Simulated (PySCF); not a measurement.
**PBE/def2-TZVPPD run of [HO2]− (hydroperoxide(1-))**

Aim: the vertical ionisation energy of [HO2]− (hydroperoxide(1-)) at PBE/def2-TZVPPD, from 2 runs. 

Program for the calculation: PySCF 2.14.0.

1 further run of the same task is left out (set aside as unsound or not needed).

## 1. The structure to begin with

[HO2]− has 3 atoms, charge -1, and is taken as a singlet. SMILES: `[O-]O`. Geometry: relaxed at PBE0-D4/def2-TZVPD.

Bond lengths: O1–O2 1.479 Å, O2–H3 0.961 Å. Angles: O1–O2–H3 100.1°.

## 2. The energy at PBE/def2-TZVPPD

File calc.py:

```python
from pyscf import gto, dft

mol = gto.Mole()
mol.atom = [
    ('O', (-0.357760, 1.025590, -0.080830)),
    ('O', (-0.242260, -0.445880, -0.180750)),
    ('H', (0.600030, -0.579720, 0.261570)),
]
mol.verbose = 3
mol.max_memory = 1860
mol.basis = 'def2-tzvppd'
mol.charge = -1
mol.build()

mf = dft.RKS(mol, xc='pbe')
mf.grids.level = 5
mf.conv_tol = 1e-10
mf.kernel()
if not mf.converged:
    mf = mf.newton().run(mf.mo_coeff, mf.mo_occ)

etot = mf.e_tot
print('E(%s) = %.9f' % ('PBE', etot))
```

Run with:

```console
$ OMP_NUM_THREADS=1 python calc.py
```

The program printed:

```text
converged SCF energy = -150.863937382947
E(PBE) = -150.863937383
```

Run time: 14 s. Hardware: 1 thread of Arm Neoverse N1, shared host; peak memory 0.46 GiB.

## 3. Doublet neutral HO2

File input.py:

```python
from pyscf import gto, dft

system = gto.M(
    atom='O -0.357760 1.025590 -0.080830; O -0.242260 -0.445880 -0.180750; H 0.600030 -0.579720 0.261570',
    verbose=3,
    spin=1,
    max_memory=1860,
    basis='def2-tzvppd',
    charge=0,
)

mf = dft.UKS(system, xc='pbe')
mf.grids.level = 5
mf.conv_tol = 1e-10
mf.kernel()
if not mf.converged:
    mf = mf.newton().run(mf.mo_coeff, mf.mo_occ)

e_tot = mf.e_tot
print('E = %.10f Eh' % e_tot)
```

Run with:

```console
$ OMP_NUM_THREADS=1 python input.py
```

The program printed:

```text
WARN: HOMO -0.29512400764721 >= LUMO -0.295124007647205

converged SCF energy = -150.820807719576  <S^2> = 0.75265068  2S+1 = 2.0026489
E = -150.8208077196 Eh
```

Wall time 22 s (1 thread of Arm Neoverse N1, shared host); peak memory 0.48 GiB.

## 4. What came out

Level: PBE/def2-TZVPPD.

| quantity | value |
| --- | --- |
| singlet [HO2]−: total energy | -150.86394 Eh |
| singlet [HO2]−: HOMO energy | 2.87 eV |
| singlet [HO2]−: LUMO energy | 4.29 eV |
| singlet [HO2]−: HOMO–LUMO gap (to an unbound level, set by the basis) | 1.42 eV |
| doublet neutral HO2: total energy | -150.82081 Eh |
| doublet neutral HO2: dipole moment | 2.07 D |
| doublet neutral HO2: HOMO energy (highest over α and β) | -6.81 eV |
| doublet neutral HO2: LUMO energy (lowest over α and β) | -5.55 eV |
| doublet neutral HO2: ⟨S²⟩ | 0.753 |
| vertical detachment energy (to the doublet neutral) | 1.174 eV |

The vertical ionisation energy comes to 1.17 eV (27 kcal/mol). The negative HOMO energy of the first species, -2.87 eV, lies 4.04 eV below that difference. Mulliken charges (singlet [HO2]−) run from -0.87 on O1 to +0.13 on H3; in a basis this large or diffuse they mean little. The HOMO (singlet [HO2]−) lies at positive energy, 2.87 eV, as semi-local functionals often give for anions; only total energies tell whether the electron is bound. Mulliken charges (doublet neutral HO2) run from -0.16 on O1 to +0.23 on H3; in a basis this large or diffuse they mean little.
